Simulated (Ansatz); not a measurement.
## C3H6, singlet: CASSCF and its corrections

Program: Ansatz, Gaussian basis, development build. Basis cc-pVTZ, nonrelativistic, 3 orbitals frozen in the corrections. State-specific CASSCF; RHF is the lowest restricted (open-shell) Hartree–Fock solution met. Solutions may break the symmetry of the shape. No proof that the lowest CASSCF solution was found.

Geometry:

```xyz
9

C     1.2913    0.1337    0.0000
C     0.0000    0.4792    0.0000
H     1.6012   -0.9074    0.0000
H     2.0808    0.8773    0.0000
H    -0.2632    1.5361    0.0000
C    -1.1398   -0.4923    0.0000
H    -0.7769   -1.5233    0.0000
H    -1.7755   -0.3529    0.8804
H    -1.7755   -0.3529   -0.8804
```

(1) What do CASSCF and its corrections give against RHF in CAS(2,2), and what are the occupations?

(2) Roughly how much CPU time does a whole run from the default start take (median of such runs, summed over threads; nearly all runs on one pinned thread of a shared server, mostly Xeon at 2.3 to 2.6 GHz, by a development driver)?

Answers

(1) CASSCF -0.732 eV, SC-NEVPT2 -13.926 eV; occupations 1.92, 0.08.

(2) CAS(2,2): about 34 s. Other jobs ran beside these, and the count of passes differs.
